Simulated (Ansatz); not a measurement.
CH5B⁺, that is BH2Me with one electron fewer. The state is a doublet with charge 1. Geometry r2SCAN-D4/def2-TZVP, that of the neutral singlet; atoms count from 1.

```
atom   x (Å)   y (Å)   z (Å)
  B1   0.701   0.045   0.530
  H2   1.401   1.017   0.533
  H3   0.901  -0.798   1.357
  C4  -0.485  -0.075  -0.457
  H5  -1.312   0.418   0.086
  H6  -0.829  -1.091  -0.659
  H7  -0.376   0.484  -1.389
```

**Question.** Estimate the Mulliken populations from the PBE0/def2-TZVP orbitals of Ansatz.

**Answer.** 
```csv
atom,charge (e),spin (α − β)
B1,0.08,0.23
H2,0.25,0.25
H3,0.26,0.25
C4,-0.35,0.09
H5,0.24,0.00
H6,0.26,0.09
H7,0.26,0.09
```
Mulliken values and Mayer orders depend strongly on the basis.

**Question.** Where does the spin sit?

**Answer.** Summed by element: B 0.23, H 0.68, C 0.09, of 1 unpaired in all. Largest on single atoms: H3 0.25, H2 0.25, B1 0.23.

**Question.** And the Mayer bond orders between bonded heavy atoms (over 0.3)?

**Answer.** B1–C4 1.29 (1.55 Å).
